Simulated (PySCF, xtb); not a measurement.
**CH6AlB: which of two structures lies lower**

Structure X is `B[CH2][AlH2]`, a singlet and structure Y is a singlet given by its coordinates. Both are isolated molecules in the gas phase, relaxed with PBE0-D4/def2-SVP; the shapes shown needn't be the lowest conformers.

X (Å):

| atom | x (Å) | y (Å) | z (Å) |
| --- | --- | --- | --- |
| C | -0.5976 | -0.5547 | -0.7205 |
| Al | -2.5262 | -0.9195 | -0.4309 |
| B | -0.0221 | -1.9286 | -1.0110 |
| H | 0.3399 | -2.6545 | -0.1087 |
| H | -0.0041 | -2.3692 | -2.1413 |
| H | -0.6129 | 0.1581 | -1.5615 |
| H | -0.3028 | -0.0956 | 0.2380 |
| H | -3.5318 | -0.8043 | -1.6541 |
| H | -3.0475 | -1.2309 | 1.0359 |

Y (Å):

```xyz
9

C    -2.9709   -1.1135   -0.1299
Al   -1.0940   -1.1609   -0.6920
B     0.8685   -1.2101   -1.2759
H     1.0788   -2.4005   -1.4732
H     1.4627   -0.7367   -0.3151
H     0.8843   -0.5126   -2.2827
H    -3.1033   -0.5013    0.7791
H    -3.6172   -0.6850   -0.9155
H    -3.3488   -2.1261    0.0947
```

Close contacts (Å): C1–Al2 1.96, Al2–B3 2.05, C1–H7 1.10, C1–H8 1.10, C1–H9 1.10, B3–H4 1.22, B3–H5 1.22, B3–H6 1.22.

Problem. Which of the two would you expect CCSD(T)/def2-SVP + ΔMP2/def2-TZVPP electronic energies to favour?

Solution. Structure X; the calculation gives E(Y) − E(X) = +9.8 kcal/mol.

The same difference at several levels:

```tsv
level	geometry	E(Y) − E(X) (kcal/mol)	departure from the last row (kcal/mol)	job, with rough time for the two
PBE0-D4/def2-SVP	PBE0-D4/def2-SVP	+6.1	−3.7	optimisation, 1.8 min
HF/def2-SVP	PBE0-D4/def2-SVP	+23.1	+13.3	part of the CCSD(T) run
MP2/def2-SVP	PBE0-D4/def2-SVP	+13.0	+3.2	part of the CCSD(T) run
CCSD(T)/def2-SVP	PBE0-D4/def2-SVP	+12.2	+2.4	single point
CCSD(T)/def2-SVP + ΔMP2/def2-TZVPP	PBE0-D4/def2-SVP	+9.8		single point, 41 s
```

None of the levels shown reverses the order. The largest departure from CCSD(T)/def2-SVP + ΔMP2/def2-TZVPP is that of HF/def2-SVP, 13.3 kcal/mol. No reliable frequencies are at hand for X, so it isn't confirmed as a minimum. Levels run at GFN2-xTB geometries aren't shown. The last row adds to CCSD(T) the change of the MP2 difference between the two basis sets, here −2.4 kcal/mol.

The correlated steps freeze 7 core orbitals. Codes used: PySCF 2.14.0, xtb 6.7.1; the last row on 2 threads of Intel(R) Xeon(R) Platinum 8259CL CPU @ 2.50GHz (Skylake/Cascade Lake) on a shared host.
